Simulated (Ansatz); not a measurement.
Structure relaxation of Ca2Pd

The calculation used DFT PBE, scalar-relativistic, plane waves, PAW in Ansatz. Cutoff 420 eV, Γ-centred k mesh, Gaussian smearing, no spin polarisation in the final step.

The start puts Ca2Pd on the AlB2 structure type (P6/mmm, No. 191), with Pd in place of Al, Ca in place of B, at a guessed volume.

```
CELL_PARAMETERS angstrom
4.13833 0.00000 0.00000
-2.06916 3.58390 0.00000
0.00000 0.00000 4.46830
ATOMIC_POSITIONS crystal
Ca 0.33333 0.66667 0.50000
Ca 0.66667 0.33333 0.50000
Pd 0.00000 0.00000 0.00000
```

Cell and atoms relax at zero pressure; the relaxation can't lower the symmetry of the start. After a coarse first stage the cell is made exact in the group found at 0.06 Å.

The zero of energy is the elements' standard structures at the same level; no fitted shifts are applied.

Problem. Which crystal results?

Solution. It keeps P6/mmm (No. 191), but not the shape of the type it started on. Conventional cell: a = 5.152 Å, c = 3.240 Å. Ca has 3 Ca at 2.97 Å, 2 Ca at 3.24 Å and 6 Pd at 3.39 Å; around Pd lie 2 Pd at 3.24 Å and 12 Ca at 3.39 Å.

```
Ca Pd
1.0
     5.15158    0.00000    0.00000
    -2.57579    4.46140    0.00000
     0.00000    0.00000    3.23977
Ca Pd
2 1
Cartesian
  0.0000 2.9743 1.6199
  2.5758 1.4871 1.6199
  0.0000 0.0000 0.0000
```

Problem. What are its volume, energy, density and gap?

Solution. The volume per atom is 24.82 Å³, the density is 4.16 g/cm³ and the energy over the elements is -0.03 eV/atom. The gap on the 12×12×14 mesh is 0 eV (a metal).

The final run used a 12×12×14 mesh on its 3-atom cell and 0.10 eV smearing. For metals, differences of a few meV/atom aren't resolved. Symmetry constrained the relaxation, so the result can be a saddle point. The steps took roughly 80 core-seconds in all.

Cost: 4 runs of about 1.4 core-minutes in all, on Arm Neoverse V2 (shared hosts).